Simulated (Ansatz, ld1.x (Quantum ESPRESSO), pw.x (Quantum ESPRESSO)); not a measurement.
**La (Z = 57): one change to the TM potential, in the atom and in the sc crystal**

ld1.x (Quantum ESPRESSO) 7.5 input, shortened:

```
&input
   title='La', zed=57., rel=1, dft='PBESOL', iswitch=3,
   config='[Xe] 4f0 5d1 6s2 6p0'
 /
 &inputp
   pseudotype=2, tm=.true., lloc=-1, rcloc=4.20,
   nlcc=.false.
 /
4
6S  1  0   2.00   0.00  3.35  3.35  0.0
6P  2  1   0.00   0.00  4.20  4.20  0.0
5D  3  2   1.00   0.00  2.35  2.35  0.0
4F  4  3   0.00   0.00  0.85  0.85  0.0
 &test
   configts(1)='4f0 5d1 6s2 6p0'
 /
```

Change: wave 6s (bound): rc 3.35 bohr becomes 6s (bound): rc 2.84 bohr.

Cutoffs, loose and tight: the cutoffs (Ry, on a coarse ladder) from which the occupation-weighted sum of valence levels, in a spherical-Bessel basis at the reference potential, stays within 10 and 1 mRy of its value at 400 Ry. They do not see the model core or the augmentation charge, which bear on the density cutoff. Test errors are all-electron minus pseudo excitation energies from the reference, over the configurations 4f0 5d1 6s1 6p0; 4f0 5d1 6s0 6p0; 4f0 5d1 6s1.5 6p0; 4f0 5d1.5 6s1.5 6p0; 4f0 5d2 6s0 6p0; 4f0 5d0 6s2 6p1; 4f1 5d0 6s2 6p0; variants that change the core or the reference have their own tests.

Crystal test: sc La in pw.x 7.5, no spin, 10³ k-points, Fermi–Dirac smearing 0.01 Ry, cutoffs set for each file from its atomic test. The reference is all-electron LAPW (Ansatz 0.2.0) with the same functional, mesh and smearing; V0 and B0 come from Birch–Murnaghan fits to the pressures at five volumes. Errors are pseudo minus all-electron; Δ is the rms difference of the E(V) curves that follow from these fits, minima aligned, over ±6 % about the mean V0. Mesh and smearing are coarse, so the numbers serve the comparison and aren't converged zero-temperature values; the lattice is a test structure that the element need not adopt.

All-electron: a0 = 3.222 Å (V0 = 33.46 Å³/atom), B0 = 26.7 GPa.

Does the change bring the crystal closer to the all-electron result?

The mean pressure error goes from +5.45 to +4.92 GPa, a small move against the size of the error. Neither pressure curve crosses zero within the volumes sampled, so no fits are given.

```csv
quantity,base,changed
outcome (atom),generated,generated
"cutoff, loose (atom)",10 Ry,10 Ry
"cutoff, tight (atom)",15 Ry,25 Ry
bound ghosts (atom),none,none
largest test error (meV) (atom),+115 over the solved tests; 1 of 7 tests not solved or not reliable,+178 over the solved tests; 1 of 7 tests not solved or not reliable
cutoffs in pw.x (Ry),35/140,35/140
mean pressure error (GPa),+5.45,+4.92
```

Base: The largest radius (4.20 bohr) exceeds half the bond length (3.05 bohr), so the spheres overlap, which is one possible source of error among others. This is a poor potential for the solid. Atomic configuration tests: 1 of 7 tests not solved or not reliable. The cutoffs count occupied waves only; the empty 4f level needs 300 Ry at the loose tolerance. Changed file: The largest radius (4.20 bohr) exceeds half the bond length (3.05 bohr), so the spheres overlap, which is one possible source of error among others. This is a poor potential for the solid. Atomic configuration tests: 1 of 7 tests not solved or not reliable. The cutoffs count occupied waves only; the empty 4f level needs 300 Ry at the loose tolerance. The atomic cutoffs weigh occupied waves only.
